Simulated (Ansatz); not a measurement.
in.yaml

```yaml
crystal:
  periodic: [false, false, false]
  atoms:
    - {symbol: B, position_ang: [0.000000, 0.000000, -0.223191]}
    - {symbol: B, position_ang: [0.000000, 0.000000, -1.743618]}
    - {symbol: H, position_ang: [0.000000, 0.000000, 1.966809]}
basis:
  gaussian: {orbitals: def2-SVPD, point_charges: [{charge: 1.00, position_ang: [2.942, 0.174, -0.442]}]}
magnetization: {spin_polarized: false, initial_magnetization: 3}
hamiltonian: {pseudopotentials: {relativity: scalar}}
correlation: {method: mp2, frozen_orbitals: {B: 20}}
```

```sh
$ ansatz run in.yaml --threads 1 --pin off --events-out ev --progress --plain --max-ram 2393MiB
```

How does this run end?

Refused. The input was made wrong on purpose (wrong frozen-orbital counts), so the run isn't a sound calculation of what was asked.
```
Error: "frozen_orbitals" has no count for H
```
